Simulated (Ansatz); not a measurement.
Reaction (isomerisation): `C=C(C)C(O)=S` → `O=C1CCSC1`

Program: Ansatz. Geometries: PBE0-D4/def2-TZVP. ΔE: electronic, gas phase. CBS: MP2 limit from def2 TZ/QZ plus the TZ coupled-cluster correction, frozen cores. Functionals use def2-TZVPP. B3LYP here is the variant with VWN-RPA as its local correlation; programs differ in this. Each species was taken in one conformer, which may not be the lowest.

`C=C(C)C(O)=S`:

Cartesian coordinates in Å:
```
C 1.178 0.628 0.757
C 0.087 0.058 0.240
C -1.038 -0.443 1.084
C -0.031 -0.092 -1.219
O 1.017 0.383 -1.895
S -1.307 -0.769 -1.983
H 1.282 0.746 1.830
H 1.984 0.986 0.131
H -0.825 -0.272 2.140
H -1.974 0.056 0.825
H -1.202 -1.511 0.923
H 0.829 0.231 -2.833
```

`O=C1CCSC1`:

Z-matrix (Å, degrees):
```
C
C 1 1.515
C 1 1.515 2 108.3
H 1 1.096 2 106.4 3 118.5
H 1 1.091 2 109.7 3 -125.3
C 2 1.524 1 112.0 3 -17.8
O 2 1.199 1 125.0 3 162.2
S 3 1.818 1 105.6 2 36.0
H 3 1.089 1 113.3 2 154.0
H 3 1.093 1 111.5 2 -83.4
H 6 1.090 2 109.8 1 -130.0
H 6 1.095 2 108.2 1 112.3
```

| level | ΔE (kJ/mol) | difference from CCSD(T)/CBS |
| --- | --- | --- |
| PBE-D4 | -37.6 | 2.9 |
| r2SCAN-D4 | -35.5 | 5.0 |
| PBE0-D4 | -51.7 | -11.2 |
| B3LYP-D4 | -29.8 | 10.7 |
| B2PLYP | -33.1 | 7.4 |
| PBE | -36.8 | 3.7 |
| r2SCAN | -35.5 | 5.0 |
| HF/def2-TZVPP | -50.9 | -10.4 |
| MP2/def2-TZVPP | -42.2 | -1.7 |
| SCS-MP2/def2-TZVPP | -45.3 | -4.8 |
| CCSD(T)/def2-TZVPP | -40.5 | 0.0 |
| HF/def2-QZVPP | -51.3 | -10.8 |
| MP2/def2-QZVPP | -42.3 | -1.8 |
| SCS-MP2/def2-QZVPP | -45.6 | -5.1 |
| MP2/CBS(def2) | -42.2 | -1.7 |
| CCSD/CBS(def2) | -47.8 | -7.3 |
| CCSD(T)/CBS | -40.5 | 0 |

Largest T1 diagnostic among the species: 0.016.

From PBE to PBE0 (25 % exact exchange), in def2-TZVPP and without D4, ΔE moves by −14.4 kJ/mol. In def2-TZVPP, CCSD(T) changes the Hartree–Fock value by +10.4 kJ/mol (the triples alone add +7.3 kJ/mol) and MP2 by +8.7 kJ/mol.
